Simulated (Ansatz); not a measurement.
# CFSi− (SMILES [C-]#[Si]F): one structure at several levels

An exercise on one series of results from a longer session: the logs are not shown, and one member is left open.

Program: Ansatz 0.2.0, Gaussian basis. Level of theory: single points in def2-TZVPPD. These are calculated values, not measurements.

Cores are frozen in the correlated methods.

## Where the work starts

SMILES `[C-]#[Si]F`, 3 atoms, charge -1, spin multiplicity 1.

Atoms are counted from 1 here; the program's logs count them from 0.

Bond lengths: C1–Si2 1.696 Å, Si2–F3 1.746 Å. Angles: C1–Si2–F3 176.0°.

As a file:

```xyz
3

C     1.01680    1.17640    0.71740
Si    0.02020    0.02420   -0.02710
F    -1.02180   -1.21340   -0.68380
```

The first run:

Input file run/in.yaml:

```yaml
crystal:
  periodic: [false, false, false]
  atoms:
    - {symbol: C, position_ang: [1.016800, 1.176400, 0.717400]}
    - {symbol: Si, position_ang: [0.020200, 0.024200, -0.027100]}
    - {symbol: F, position_ang: [-1.021800, -1.213400, -0.683800]}
basis:
  gaussian: {orbitals: "def2-TZVPPD.json"}
total_charge: -1
correlation: {method: ccsd_t}
output: {forces: true}
```

The basis file named in the input lies beside it (Basis Set Exchange, JSON).

The command line of these runs was not kept.

Among the steps run: CCSD(T)/def2-TZVPPD; PBE0-D4/def2-TZVPPD; wB97M-V/def2-TZVPPD; r2SCAN-D4/def2-TZVPPD; PBE-D4/def2-TZVPPD; CAM-B3LYP-D4/def2-TZVPPD; HSE06-D4/def2-TZVPPD.

One of the session's tables, all rows but one given; the rest of the session is left out.

| method | RMS force component (eV/Å) | angle to CCSD(T) forces (°) |
| --- | --- | --- |
| CCSD(T) | 0.689 | reference |
| PBE0-D4 | 0.621 | 31.3 |
| wB97M-V | 0.596 | 36.3 |
| r2SCAN-D4 | ? | ? |
| PBE-D4 | 0.396 | 14.0 |
| CAM-B3LYP-D4 | 0.635 | 44.6 |
| HSE06-D4 | 0.621 | 30.4 |

Estimate the missing values for r2SCAN-D4.

The run gave: RMS force component (eV/Å): 0.588; angle to CCSD(T) forces (°): 25.5. In the column «RMS force component (eV/Å)» it lies between PBE-D4 (0.396) and wB97M-V (0.596).
